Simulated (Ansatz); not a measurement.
# C2H4FNO: rigid torsion scan in Python

A script is to give a rigid torsion scan; the system is C2H4FNO. SMILES: NC(O)=CF.

All numbers are computed with Ansatz 0.2.0, driven from Python. Level of theory: r2SCAN0/def2-SVP.

## Step 1: Starting point

Bond lengths: N1–C2 1.418 Å, C2–O3 1.376 Å, C2–C4 1.268 Å, C4–F5 1.333 Å, N1–H6 1.038 Å, N1–H7 1.037 Å, O3–H8 1.029 Å, C4–H9 1.127 Å. Angles: N1–C2–O3 114.5°, N1–C2–C4 125.0°, O3–C2–C4 120.5°, C2–N1–H6 106.1°, C2–N1–H7 108.5°, H6–N1–H7 106.7°, C2–O3–H8 101.1°, C2–C4–F5 126.8°, C2–C4–H9 128.0°, F5–C4–H9 105.1°.

The script holds or builds the structure itself.

## Step 2: The code

File c2h4fno.py:

```python
"""Energy of C2H4FNO as one group turns about a bond."""

import warnings

import ansatz
from ase import Atoms

BASIS = "def2-SVP"
XC = "r2scan0"
FORCE_TOL = 0.02


def main() -> None:
    warnings.simplefilter("ignore", ansatz.DeckWarning)

    atoms = Atoms(["N", "C", "O", "C", "F", "H", "H", "H", "H"], positions=[
        [1.2109, -0.1032, 0.3421],
        [-0.0855, -0.1236, -0.233],
        [-0.1159, -0.4997, -1.5564],
        [-1.1596, 0.1439, 0.3849],
        [-1.2772, 0.5032, 1.6631],
        [1.1059, 0.3439, 1.2731],
        [1.8119, 0.5244, -0.2239],
        [0.8137, -0.9283, -1.662],
        [-2.2157, 0.0932, -0.0049],
    ])

    # relax first, so that the scan starts from a minimum
    first = (
        ansatz.Crystal.molecule_from_ase(atoms).calculation()
        .basis(gaussian=BASIS)
        .functional(XC)
        .relax(force_tolerance=FORCE_TOL, max_steps=80)  # relax until the tolerances are met
    )
    atoms.positions = first.run(threads=1, backend="cpu").report["positions_ang"]

    start = atoms.get_dihedral(0, 1, 2, 7)
    energies = {}
    for turn in range(0, 360, 40):
        turned = atoms.copy()
        turned.set_dihedral(0, 1, 2, 7, start + turn, indices=[2, 7])
        base = (
            ansatz.Crystal.molecule_from_ase(turned).calculation()
            .basis(gaussian=BASIS)
            .functional(XC)
        )
        energies[round((start + turn) % 360)] = base.run(threads=1, backend="cpu").report["free_energy_ev"]
    floor = min(energies.values())
    print("dihedral N0-C1-O2-H7 (deg)   E - E(min) (eV)")
    for angle, e in sorted(energies.items()):
        print(f"{angle:8d} {(e - floor):14.3f}  " + "#" * int(30 * (e - floor) / max(max(energies.values()) - floor, 1e-9)))


if __name__ == "__main__":
    main()
```

## Step 3: What the engine is handed

The package turns the script's settings into the engine's input (first run):

```yaml
crystal:
  periodic: [false, false, false]
  atoms:
    - { symbol: "N", position_ang: [1.2109, -0.1032, 0.3421] }
    - { symbol: C, position_ang: [-0.0855, -0.1236, -0.233] }
    - { symbol: O, position_ang: [-0.1159, -0.4997, -1.5564] }
    - { symbol: C, position_ang: [-1.1596, 0.1439, 0.3849] }
    - { symbol: F, position_ang: [-1.2772, 0.5032, 1.6631] }
    - { symbol: H, position_ang: [1.1059, 0.3439, 1.2731] }
    - { symbol: H, position_ang: [1.8119, 0.5244, -0.2239] }
    - { symbol: H, position_ang: [0.8137, -0.9283, -1.662] }
    - { symbol: H, position_ang: [-2.2157, 0.0932, -0.0049] }
basis:
  gaussian:
    orbitals: def2-SVP
hamiltonian:
  xc: r2scan0
relax:
  f_tol: 0.02
  max_steps: 80
```

## Step 4: Running it

Launch:

```bash
$ python c2h4fno.py
```

Output:

```text
dihedral N0-C1-O2-H7 (deg)   E - E(min) (eV)
      37          0.000
      77          0.097  ############
     117          0.198  #########################
     157          0.135  #################
     197          0.078  #########
     237          0.158  ####################
     277          0.234  ##############################
     317          0.224  ############################
     357          0.107  #############
```

Wall time 100 s (1 thread of Arm Neoverse V1, shared host); peak memory 0.26 GiB.

Lines on the test bed's own set-up are left out of the output.

A comment line of the script is reworded here; the code is as run.

## Step 5: The relaxation of run 0, step by step

Step by step:

```csv
step,E - E(step 1) (eV),largest force component (eV/Å)
1,0.0000,6.7647
2,-0.4626,1.9423
3,-0.5602,0.3126
4,-0.5062,0.9496
5,-0.5712,0.1050
6,-0.5720,0.0367
7,-0.5722,0.0801
8,-0.5724,0.0294
9,-0.5725,0.0089
```

Step 1 is the start. Step 4 was tried and not accepted.

Before: Bond lengths: N1–C2 1.418 Å, C2–O3 1.376 Å, C2–C4 1.268 Å, C4–F5 1.333 Å, N1–H6 1.038 Å, N1–H7 1.037 Å, O3–H8 1.029 Å, C4–H9 1.127 Å. Angles: N1–C2–O3 114.5°, N1–C2–C4 125.0°, O3–C2–C4 120.5°, C2–N1–H6 106.1°, C2–N1–H7 108.5°, H6–N1–H7 106.7°, C2–O3–H8 101.1°, C2–C4–F5 126.8°, C2–C4–H9 128.0°, F5–C4–H9 105.1°.

After: Bond lengths: N1–C2 1.387 Å, C2–O3 1.349 Å, C2–C4 1.335 Å, C4–F5 1.346 Å, N1–H6 1.011 Å, N1–H7 1.014 Å, O3–H8 0.962 Å, C4–H9 1.084 Å. Angles: N1–C2–O3 115.2°, N1–C2–C4 124.5°, O3–C2–C4 120.3°, C2–N1–H6 112.0°, C2–N1–H7 112.7°, H6–N1–H7 110.3°, C2–O3–H8 107.2°, C2–C4–F5 119.3°, C2–C4–H9 125.1°, F5–C4–H9 115.7°.

Run 0 is this relaxation; the runs after it count from 1.

## Step 6: Run by run

The 9 runs, in the order started:

| run | turn (°) | energy from run 1 (eV) | SCF cycles | CPU time (s) |
| --- | --- | --- | --- | --- |
| 1 | 0 | 0.0000 | 17 | 4.5 |
| 2 | 40 | 0.0969 | 17 | 4.5 |
| 3 | 80 | 0.1978 | 17 | 4.6 |
| 4 | 120 | 0.1348 | 17 | 4.5 |
| 5 | 160 | 0.0778 | 17 | 4.6 |
| 6 | 200 | 0.1577 | 17 | 4.6 |
| 7 | 240 | 0.2343 | 17 | 4.6 |
| 8 | 280 | 0.2243 | 17 | 4.6 |
| 9 | 320 | 0.1065 | 17 | 4.6 |

## Step 7: Outcome

| quantity | value |
| --- | --- |
| runs compared | 9 |
| range of energy | 0.234 eV |
| lowest point, turn (°) | 0 |

The lowest point is at 37° and the highest at 277°, 0.234 eV (22.6 kJ/mol) above it, with the rest of the molecule held. Run 0: The relaxation took 7 moves; the largest shift is 0.227 Å, of atom 8 (H). The scan is rigid and the energies are electronic, in a modest basis. With rigid groups the curve can differ much from the relaxed path, the start wasn't checked as a minimum of this torsion, and equivalent turns needn't return to the same energy.
